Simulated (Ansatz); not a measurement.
We consider bcc Mo, described by PBEsol (PAW; Ansatz, a quantum-chemistry and plane-wave program).

Numerical settings: plane-wave cutoff 500 eV, 32×32×32 k mesh, Fermi–Dirac smearing 0.1 eV, no spin polarisation, scalar-relativistic PAW data made under PBE.

Computed at the level's own relaxed cell.

Q: Predict the volume per atom and equilibrium lattice constant a.

A: 
- volume per atom: 15.33 Å³/atom
- equilibrium lattice constant a: 3.130 Å

Measured, for comparison: equilibrium volume per atom 15.49 Å³/atom, lattice constant a 3.141 Å (static lattice: zero-point anharmonic expansion removed; as tabulated in Mejia-Rodriguez and Trickey (2018), arXiv:1807.09216). Computed (rounded) less measured: equilibrium volume per atom -1.0 %, lattice constant a -0.4 %.

The result took around 70 core-seconds (rough).
